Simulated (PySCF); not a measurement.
# Vertical excitation energies

Compound: C5H6O.
InChI=1S/C5H6O/c1-4-2-5(6)3-4/h2H,3H2,1H3

The calculation used TDDFT PBE0/def2-SVPD, vertical, gas phase, core orbitals frozen in the response in PySCF. Isolated species at its GFN2-xTB geometry, gas phase.

Question: List the vertical singlet excitations with oscillator strengths and describe the spectrum.

Answer: 

```csv
state,E (eV),E (kJ/mol),λ (nm),f,"main configurations (H = HOMO, L = LUMO)"
S1,3.95,381,314.2,0.0000,H→L (97%)
S2,5.83,562,212.7,0.212,H-1→L (93%)
S3,6.43,620,192.8,0.0006,H→L+2 (94%)
S4,6.69,645,185.4,0.022,H→L+1 (95%)
S5,6.96,671,178.3,0.0009,H-2→L (99%)
S6,7.19,694,172.5,0.0000,H-1→L+1 (98%)
```

Triplets, Tamm–Dancoff:

| state | E (eV) | λ (nm) | main configurations (H = HOMO, L = LUMO) |
| --- | --- | --- | --- |
| T1 | 3.50 | 354.1 | H→L (94%) |
| T2 | 3.77 | 329.2 | H-1→L (95%) |

The lowest singlet comes at 314 nm (381 kJ/mol) in the ultraviolet; it is dark (f under 0.0005); its leading configuration is HOMO→LUMO (97%). The strongest level in the table is S2 at 5.83 eV (213 nm, f = 0.212). Löwdin shares by element: HOMO oxygen 57%, carbon 38% or more; LUMO carbon 63% or more, oxygen 18% (atoms not listed hold the other 19%). Of the 6 states listed, 2 reach f = 0.01 and 2 stay under 0.0005. The oscillator strengths of these states sum to 0.236; summed over the whole spectrum of an exact calculation they would give the number of electrons, 44 (Thomas–Reiche–Kuhn). Weighted by f, the mean energy of these states is 5.92 eV. Only the lowest 6 singlets were computed, as vertical energies without vibronic structure.
